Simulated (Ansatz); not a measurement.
# CH4OSi (SMILES C[SiH]=O): one structure at several levels

The task here is to estimate one member of a computed series from the others.

Program: Ansatz 0.2.0, Gaussian basis. Level of theory: single points in def2-TZVPP. These are calculated values, not measurements.

Correlated methods freeze the cores.

## The starting structure

SMILES `C[SiH]=O`, 7 atoms, charge 0, spin multiplicity 1.

Atoms are counted from 1 here; the program's logs count them from 0.

Bond lengths: C1–Si2 1.869 Å, C1–H4 1.083 Å, C1–H5 1.141 Å, C1–H6 1.160 Å, Si2–O3 1.502 Å, Si2–H7 1.441 Å. Angles: Si2–C1–H4 114.1°, Si2–C1–H5 112.2°, Si2–C1–H6 111.6°, H4–C1–H5 108.3°, H4–C1–H6 106.6°, H5–C1–H6 103.3°, C1–Si2–O3 123.7°, C1–Si2–H7 110.1°, O3–Si2–H7 126.1°.

Geometry (Å):

```
C    -0.6369    0.4410   -0.2322
Si    0.8525   -0.5795    0.2503
O     1.3923   -1.7096   -0.5793
H    -0.5456    0.9298   -1.1946
H    -1.5989   -0.1724   -0.2326
H    -0.8530    1.2763    0.5439
H     1.4450   -0.0514    1.4534
```

The first run:

run/in.yaml

```yaml
crystal:
  periodic: [false, false, false]
  atoms:
    - {symbol: C, position_ang: [-0.636900, 0.441000, -0.232200]}
    - {symbol: Si, position_ang: [0.852500, -0.579500, 0.250300]}
    - {symbol: O, position_ang: [1.392300, -1.709600, -0.579300]}
    - {symbol: H, position_ang: [-0.545600, 0.929800, -1.194600]}
    - {symbol: H, position_ang: [-1.598900, -0.172400, -0.232600]}
    - {symbol: H, position_ang: [-0.853000, 1.276300, 0.543900]}
    - {symbol: H, position_ang: [1.445000, -0.051400, 1.453400]}
basis:
  gaussian: {orbitals: def2-TZVPP}
correlation: {method: ccsd_t}
output: {forces: true}
```

The command line of these runs was not kept.

Among the steps run: CCSD(T)/def2-TZVPP; PBE0-D4/def2-TZVPP; wB97M-V/def2-TZVPP; r2SCAN-D4/def2-TZVPP; PBE-D4/def2-TZVPP; SPW92/def2-TZVPP; wB97X-V/def2-TZVPP.

One of the session's tables, all rows but one given; the rest of the session is left out.

| method | RMS force component (eV/Å) | angle to CCSD(T) forces (°) | dipole (D) |
| --- | --- | --- | --- |
| CCSD(T) | 0.911 | reference | 4.05 |
| PBE0-D4 | ? | ? | ? |
| wB97M-V | 0.863 | 10.1 | 4.24 |
| r2SCAN-D4 | 0.888 | 6.2 | 4.10 |
| PBE-D4 | 0.951 | 10.9 | 3.96 |
| SPW92 | 0.870 | 15.4 | 4.08 |
| wB97X-V | 0.866 | 11.4 | 4.30 |

Estimate the missing values for PBE0-D4.

**Answer.** RMS force component (eV/Å): 0.872; angle to CCSD(T) forces (°): 11.3; dipole (D): 4.22. In the column «RMS force component (eV/Å)» it lies between SPW92 (0.870) and r2SCAN-D4 (0.888).
